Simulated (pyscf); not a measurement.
PySCF, gas phase, ωB97X-D3(BJ)/def2-SVP geometries.

**Question.** PBE/def2-TZVP puts the barrier of `[BH2][B]([OH])[Cl]` + `[ClH]` → `[OH][B]([Cl])[BH][Cl]` + `[H][H]` (four-centre exchange; singlet surface; Cl–H, B–H broken, B–Cl, H–H formed) at -0.8 kcal/mol and the reaction energy at -19.7 kcal/mol, from the separated reactants. What do r²SCAN/def2-TZVP, PBE0-D3(BJ)/def2-TZVP, ωB97M-D3(BJ)/def2-TZVP give on the same structures?

**Answer.** r²SCAN: ΔE‡ = 1.2 kcal/mol, ΔE = -19.9 kcal/mol; PBE0-D3(BJ): ΔE‡ = 1.1 kcal/mol, ΔE = -19.1 kcal/mol; ωB97M-D3(BJ): ΔE‡ = 6.3 kcal/mol, ΔE = -18.2 kcal/mol. PBE's barrier lies under all of them, by 2.0 to 7.1 kcal/mol. Its reaction energy matches one of them and lies within 1.5 kcal/mol of the others. On the reactant side the descent ends in a complex, 5.2 kcal/mol under the separated species and 11.6 kcal/mol under the saddle at ωB97X-D3(BJ)/def2-TZVP. At PBE the saddle lies under the separated reactants, which points to a path from their complex (located at ωB97X-D3(BJ) alone). One saddle was located; it need not be the lowest between these sides.
